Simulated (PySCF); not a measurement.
These 3 structures share the formula C9H10N2. Method used: PySCF, PBE0-D3(BJ)/def2-SVP geometry optimisation, gas phase. One conformer each; no zero-point energy, no entropy. No frequencies were run at this level. Point groups hold within 0.08 Å.

Question: Rank from lowest to highest electronic energy at this level (kJ/mol).
A. `CN(C)c1ccc(C#N)cc1` (DMABN)
B. `[N:1]#[C:2][CH2:3][C@@H:4]1[CH2:5][C@:6]12[CH2:7][CH2:8][C@@H:9]2[C:10]#[N:11]` with C2–C3–C4–C5 25°
C. `[CH3:1][CH2:2][c:3]1[cH:4][cH:5][cH:6][n:7]2[cH:8][cH:9][n:10][c:11]12` with C1–C2–C3–C4 107°

Answer: C (0.0), A (88.7), B (268.0).

As drawn, the lowest has an aromatic ring, which the highest lacks; the highest has a three-membered ring, a four-membered ring and a C≡N group, which the lowest lacks.

| SMILES | E (Eh) | E rel (kJ/mol) | dipole (D) | point group | A, B, C (MHz) |
| --- | --- | --- | --- | --- | --- |
| CCc1cccn2ccnc12 | -457.64480 | 0.0 | 2.81 | C1 | 1669, 1191, 734.1 |
| CN(C)c1ccc(C#N)cc1 | -457.61103 | 88.7 | 7.65 | C2v | 3475, 579.7, 499.9 |
| N#CC[C@@H]1C[C@]12CC[C@@H]2C#N | -457.54272 | 268.0 | 1.51 | C1 | 2044, 766.0, 671.7 |
